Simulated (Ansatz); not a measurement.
Results of Hartree–Fock (plane waves, PAW; Ansatz, a quantum-chemistry and plane-wave program) for diamond.

Numerical settings: plane-wave cutoff 460 eV, 12×12×12 k mesh, Fermi–Dirac smearing 0.01 eV, scalar-relativistic PAW data made under PBE.

Energies at three volumes about the minimum:

```
V (Å³/atom)  E − E_lowest (meV/atom)
-----------  -----------------------
5.451                           5.56
5.638                           0.00
5.731                           4.38
```

**Question.** Fit a parabola by hand: where is the minimum, what lattice constant follows, and what is the bulk modulus?

**Answer.** Slopes: (0.00 − 5.56)/(5.638 − 5.451) = -29.733 and (4.38 − 0.00)/(5.731 − 5.638) = 47.097 meV/Å³. Curvature E″ = 2 × (47.097 − (-29.733))/(5.731 − 5.451) = 548.786 meV/Å⁶. From the middle of the first interval, the slope vanishes at V0 = 5.5445 − (-29.733)/548.786 = 5.599 Å³/atom. B = V0 E″ = 5.599 × 548.786 meV/Å³ × 0.1602 GPa per meV/Å³ = 492 GPa. With 8 atoms in the cube, a = (8 × 5.599)^(1/3) = 3.551 Å. The full Birch–Murnaghan fit to all volumes gives V0 = 5.596 Å³/atom and B0 = 497 GPa.

Measured, for comparison: bulk modulus 455 GPa (0 K value with the zero-point phonon effect removed; as tabulated in Mejia-Rodriguez and Trickey (2018), arXiv:1807.09216); lattice constant a 3.553 Å (static lattice: zero-point anharmonic expansion removed, our sources range from 3.543 to 3.555; as tabulated in Mejia-Rodriguez and Trickey (2018), arXiv:1807.09216). Computed (rounded) less measured: bulk modulus +9 %.
